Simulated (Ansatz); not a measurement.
C4H7F (`FC1CCC1`), relaxed with RKS PBE0-D4/def2-TZVP in the Gaussian-basis code of Ansatz from a PBE-D4/def2-SVP geometry. The force threshold is 0.005 eV/Å; the program also tests the step.

Total charge 0; spin multiplicity 1.

Start:

```xyz
12

F     2.063    0.577   -0.720
C     0.728    0.658   -0.371
C    -0.232   -0.370   -0.999
C    -0.954   -0.426    0.374
C     0.331    0.151    1.028
H     0.391    1.705   -0.547
H    -0.803   -0.083   -1.904
H     0.323   -1.309   -1.200
H    -1.802    0.287    0.426
H    -1.310   -1.414    0.727
H     1.025   -0.658    1.332
H     0.239    0.882    1.855
```

(1) How much energy does the relaxation release, and in how many steps? (Best estimate.)

(2) Which bonds change most? (An estimate is asked.)

(3) Give the relaxed structure. (Estimate.)

Answers

(1) The calculation gave: 4.59 kJ/mol, in 6 steps.

(2) The calculation gave: C2–H6 from 1.114 to 1.094 Å; C4–H10 from 1.107 to 1.089 Å; C5–H12 from 1.108 to 1.090 Å; C3–H7 from 1.108 to 1.090 Å.

(3) The calculation gave: 
```xyz
12

F     2.042    0.588   -0.718
C     0.714    0.657   -0.367
C    -0.226   -0.371   -0.991
C    -0.950   -0.421    0.371
C     0.332    0.146    1.020
H     0.381    1.685   -0.538
H    -0.786   -0.090   -1.883
H     0.318   -1.299   -1.178
H    -1.776    0.290    0.418
H    -1.303   -1.391    0.719
H     1.009   -0.659    1.313
H     0.245    0.865    1.834
```
